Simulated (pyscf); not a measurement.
Elementary routes open to `[OH][AlH]` [doublet] in the gas phase (doublet surface):
A. `[O]=[Al]` [doublet] + `[H][H]` (Al–H, H–O broken; H–H formed)
B. `[O][AlH2]` [doublet] (H–O broken; Al–H formed)

Optimised with ωB97X-D3(BJ)/def2-SVP in PySCF.

Problem. Rank the routes by free-energy barrier at 900 K, lowest first, for ωB97M-D3(BJ)/def2-TZVP energies (ideal gas, 1 atm, RRHO with modes under 100 cm⁻¹ raised to 100, one conformer, R ln 2 for chiral ones without a mode under 150 cm⁻¹).

Solution. B (2.20 eV), A (2.34 eV)

Route B is the fastest of these, ahead of the next by 0.15 eV. The most stable products are those of A (ΔG = +1.00 eV), whose barrier is 0.15 eV higher: the kinetic and the thermodynamic product differ. At 298 K B is still the fastest. A: On the reactant side the descent ends in a point that may be a rotor saddle (no frequency run), 0.05 eV over the lowest minimum found and 2.51 eV under the saddle at ωB97X-D3(BJ)/def2-TZVP. Only these routes are compared; each barrier is that of the saddle found, and lower ones may exist. The term symbol of open-shell O=Al was not checked; spin-orbit terms and orbital degeneracy are left out.
